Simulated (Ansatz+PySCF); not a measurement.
```yaml
atoms:
  - { symbol: C, position_ang: [0.0000, 0.0000, 0.0000] }
  - { symbol: H, position_ang: [1.0903, 0.0000, 0.0000] }
  - { symbol: H, position_ang: [-0.5452, 0.9443, 0.0000] }
  - { symbol: H, position_ang: [-0.5452, -0.9443, 0.0000] }
  - { symbol: C, position_ang: [10.0000, 0.0000, 0.0000] }
  - { symbol: H, position_ang: [11.0903, 0.0000, 0.0000] }
  - { symbol: H, position_ang: [9.4548, 0.9443, 0.0000] }
  - { symbol: H, position_ang: [9.4548, -0.9443, 0.0000] }
```

Basis set: STO-3G. Charge 0. Computed with Ansatz (development build ahead of 0.2.0); the lowest solution found for each multiplicity.

(1) How do the multiplicities compare at this shape? Give, from the lowest of each method, CCSD(T) (restricted) for 1, 3; CCSD (restricted) for 1, 3; CCSD(T) (unrestricted) for 1, 3; CCSD (unrestricted) for 1, 3; MP2 (unrestricted) for 1, 3; HF (unrestricted) for 1, 3; HF (restricted) for 1, 3; FCI (restricted) for 1, 3.

Results:

(1)

```csv
method,multiplicity,E (eV),<S²>
"CCSD(T), restricted",1,0.000,0.00
"CCSD(T), restricted",3,0.083,2.00
"CCSD, restricted",1,0.000,0.00
"CCSD, restricted",3,0.075,2.00
"CCSD(T), unrestricted",1,0.000,1.03
"CCSD(T), unrestricted",3,0.000,2.03
"CCSD, unrestricted",1,0.000,1.03
"CCSD, unrestricted",3,0.000,2.03
"MP2, unrestricted",1,0.000,1.03
"MP2, unrestricted",3,0.000,2.03
"HF, unrestricted",1,0.000,1.03
"HF, unrestricted",3,0.000,2.03
"HF, restricted",1,8.436,0.00
"HF, restricted",3,0.000,2.00
"FCI, restricted",1,0.000,0.00
"FCI, restricted",3,0.000,2.00
```

Caution for CCSD(T), restricted, CCSD, restricted, HF, restricted: an unrestricted determinant lies well below. Caution for CCSD(T), restricted, CCSD, restricted, CCSD(T), unrestricted, CCSD, unrestricted: the program doubts this total. Caution for CCSD(T), restricted, CCSD, restricted: very large amplitudes, the method is breaking down. Caution for CCSD(T), unrestricted, CCSD, unrestricted, MP2, unrestricted: bonds are stretched, where a single reference can fail. Caution for CCSD(T), unrestricted, CCSD, unrestricted, MP2, unrestricted, HF, unrestricted: the unrestricted determinant is a mixture of spin states.
